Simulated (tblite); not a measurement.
Species: C4H9P.
Bonds: C1–C2, C2–C3, C3–P4, P4–C5, C1–C5. Hydrogens: H6, H7 on C1; H8, H9 on C2; H10, H11 on C3; H12 on P4; H13, H14 on C5.

Computed with GFN2-xTB (tblite), gas phase: L-BFGS steps from a force-field or distance-geometry start until the largest atomic force falls under 0.01 eV/Å.

Step 0: E = -425.6358 eV
```
atom  x, y, z in Å  |  force x, y, z in eV/Å
C1     -0.4252   -0.9623   -0.2861   -1.613  -1.947  -0.182
C2      0.9014   -0.6267    0.2833    1.725  -1.145   0.186
C3      1.1884    0.8360    0.1200   -1.080   0.697   0.202
P4     -0.5103    1.5956   -0.2100   -0.623   2.326   1.111
C5     -1.4430    0.0311    0.2752    1.338   0.370  -1.325
H6     -0.6796   -2.0039    0.0239   -0.009   0.367  -0.253
H7     -0.4650   -0.9493   -1.3892    0.233   0.133   0.317
H8      0.8859   -0.8655    1.3709    0.192  -0.136  -0.692
H9      1.7218   -1.1907   -0.2336   -0.644   0.020   0.640
H10     1.8990    1.0778   -0.6636    0.107   0.148   0.163
H11     1.4646    1.2170    1.1240    0.261   0.350  -0.805
H12    -0.6797    1.8614   -1.6269    0.327  -1.242   0.405
H13    -2.4351   -0.0290   -0.1743    0.148   0.011   0.285
H14    -1.4238    0.0078    1.3642   -0.363   0.049  -0.052
```

Step 1: E = -425.9114 eV
```
atom  x, y, z in Å  |  force x, y, z in eV/Å
C1     -0.4483   -0.9901   -0.2887    0.104  -0.404  -0.043
C2      0.9260   -0.6430    0.2859   -0.246  -0.232  -0.143
C3      1.1730    0.8460    0.1228   -0.715   0.204  -0.142
P4     -0.5192    1.6289   -0.1942   -0.458   1.528   0.840
C5     -1.4239    0.0364    0.2563    0.674   0.369  -0.514
H6     -0.6798   -1.9987    0.0203   -0.328  -0.448   0.003
H7     -0.4616   -0.9473   -1.3847    0.171  -0.021   0.124
H8      0.8887   -0.8674    1.3610    0.259  -0.237  -0.327
H9      1.7126   -1.1905   -0.2244    0.053  -0.343   0.212
H10     1.9005    1.0799   -0.6612   -0.145   0.138   0.301
H11     1.4683    1.2220    1.1125    0.267   0.386  -0.519
H12    -0.6751    1.8437   -1.6211    0.318  -1.080   0.462
H13    -2.4330   -0.0288   -0.1703    0.311   0.081   0.252
H14    -1.4290    0.0085    1.3635   -0.266   0.058  -0.506
```

**Question.** Estimate the geometry and energy of step 2. (The exact step hangs on the optimiser's Hessian estimate; all steps are aligned on step 1, rigid shifts and turns removed.)

**Answer.** E = -426.0898 eV, largest force 1.019 eV/Å
```
atom  x, y, z in Å  |  force x, y, z in eV/Å
C1     -0.4551   -1.0106   -0.2908    0.630   0.466  -0.048
C2      0.9302   -0.6550    0.2837   -0.811   0.383  -0.277
C3      1.1502    0.8547    0.1207   -0.334  -0.005  -0.167
P4     -0.5334    1.6776   -0.1683   -0.200   0.454   0.375
C5     -1.4006    0.0471    0.2368    0.019   0.352   0.104
H6     -0.6874   -2.0070    0.0190   -0.456  -0.662   0.105
H7     -0.4564   -0.9471   -1.3800    0.154  -0.149  -0.060
H8      0.8958   -0.8737    1.3495    0.222  -0.263  -0.015
H9      1.7102   -1.1983   -0.2159    0.338  -0.400  -0.028
H10     1.8978    1.0840   -0.6533   -0.348   0.124   0.274
H11     1.4760    1.2329    1.0959    0.218   0.310  -0.316
H12    -0.6658    1.8115   -1.6080    0.271  -0.809   0.557
H13    -2.4249   -0.0268   -0.1628    0.416   0.141   0.133
H14    -1.4373    0.0101    1.3515   -0.119   0.058  -0.636
```

The energy changes by -0.1784 eV. The first-order estimate −F·Δx gives -0.2545 eV and the mean of the old and new forces, exact on a quadratic surface, -0.1780 eV. The step makes an angle of 14° with the force vector and moves no atom by more than 0.057 Å.

What follows is the cost of the whole relaxation. The run took 0.27 s wall on Arm Neoverse V1, one thread, shared host.
